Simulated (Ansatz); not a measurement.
Calculation: B3LYP-D3(BJ)/def2-TZVP in Ansatz (an electronic-structure program). No frequencies were computed at this level.

Ansatz 0.2 input:
```yaml
crystal:
  periodic: [false, false, false]
  atoms:
    - { symbol: C, position_ang: [0.001076, -0.000113, 0.000012] }
    - { symbol: O, position_ang: [1.186711, -0.124047, 0.013183] }
    - { symbol: H, position_ang: [-0.690254, -0.859922, -0.00809] }
    - { symbol: H, position_ang: [-0.497533, 0.984082, -0.005106] }
basis:
  gaussian: { orbitals: def2-tzvp }
hamiltonian:
  xc: b3lyp
  dispersion: d3bj
relax:
  max_steps: 150
```

Output:

```
Functional definition: B3LYP
419 factors; their error is unknown
mean field evaluation 1: about -3113.9205 eV, gradient 4.3e1 eV
mean field evaluation 2: about -3106.6825 eV, gradient 7.6e1 eV
mean field evaluation 4: about -3117.1659 eV, gradient 2.4e0 eV
mean field evaluation 8: about -3117.1756 eV, gradient 7.3e-2 eV
mean field -3117.17560867 eV, -114.5540907212 hartree, gradient 3.2e-5 eV, S^2 0.000000; 0 other end points of the search recorded, 0 dependent functions left out
reference -3117.17579453 eV, -114.5540975512 hartree; 8, 8 occupied and 66, 66 virtual orbitals, 419 factors
relax step   1: F+E_penalty+E_count = -3117.22555180 eV  Δ(F+E_penalty+E_count) = +0.000e0 eV  max|allowed force component| = 5.523e-1 eV/Å  Δτ_max = 0.0000 Å  (26 SCF iters, accepted)
these checks for a lower state are left out or cut short: starts, cluster_reference, orbital_swaps, neighbouring_geometries, increment
419 factors; their error is unknown
mean field evaluation 16: about -3117.1809 eV, gradient 6.9e-1 eV
mean field -3117.17939791 eV, -114.5542299730 hartree, gradient 4.1e-6 eV, S^2 0.000000; 0 other end points of the search recorded, 0 dependent functions left out
reference -3117.17958394 eV, -114.5542368095 hartree; 8, 8 occupied and 66, 66 virtual orbitals, 419 factors
relax step   2: F+E_penalty+E_count = -3117.22933022 eV  Δ(F+E_penalty+E_count) = -3.778e-3 eV  max|allowed force component| = 1.768e-1 eV/Å  Δτ_max = 0.0075 Å  (31 SCF iters, accepted)
these checks for a lower state are left out or cut short: starts, cluster_reference, orbital_swaps, neighbouring_geometries, increment
419 factors; their error is unknown
mean field -3117.17993235 eV, -114.5542496133 hartree, gradient 4.1e-6 eV, S^2 0.000000; 0 other end points of the search recorded, 0 dependent functions left out
reference -3117.18011843 eV, -114.5542564518 hartree; 8, 8 occupied and 66, 66 virtual orbitals, 419 factors
relax step   3: F+E_penalty+E_count = -3117.22986354 eV  Δ(F+E_penalty+E_count) = -5.333e-4 eV  max|allowed force component| = 2.743e-2 eV/Å  Δτ_max = 0.0049 Å  (32 SCF iters, accepted)
these checks for a lower state are left out or cut short: starts, cluster_reference, orbital_swaps, neighbouring_geometries, increment
419 factors; their error is unknown
mean field evaluation 32: about -3117.1821 eV, gradient 3.2e-1 eV
mean field -3117.17994315 eV, -114.5542500105 hartree, gradient 4.1e-6 eV, S^2 0.000000; 0 other end points of the search recorded, 0 dependent functions left out
reference -3117.18012922 eV, -114.5542568484 hartree; 8, 8 occupied and 66, 66 virtual orbitals, 419 factors
relax step   4: F+E_penalty+E_count = -3117.22987505 eV  Δ(F+E_penalty+E_count) = -1.152e-5 eV  max|allowed force component| = 4.367e-3 eV/Å  Δτ_max = 0.0004 Å  (32 SCF iters, accepted)
419 factors; their error is unknown
mean field -3117.17994315 eV, -114.5542500105 hartree, gradient 4.1e-6 eV, S^2 0.000000; 1 other end points of the search recorded, 0 dependent functions left out
reference -3117.18012922 eV, -114.5542568484 hartree; 8, 8 occupied and 66, 66 virtual orbitals, 419 factors
Total energy: -3117.23006112 eV, -114.5560918119 hartree
Atom 0 at    -0.005791     0.000605    -0.000065 Å, force    -0.004367     0.000457    -0.000049 eV/Å
Atom 1 at     1.186483    -0.124023     0.013181 Å, force    -0.000189     0.000020    -0.000002 eV/Å
Atom 2 at    -0.687932    -0.872017    -0.008069 Å, force     0.002560     0.002454     0.000030 eV/Å
Atom 3 at    -0.492760     0.995436    -0.005047 Å, force     0.001997    -0.002930     0.000021 eV/Å
Dipole moment:    -0.482458     0.050431    -0.005360 e Å
```

Cost: very roughly 5 core-seconds.
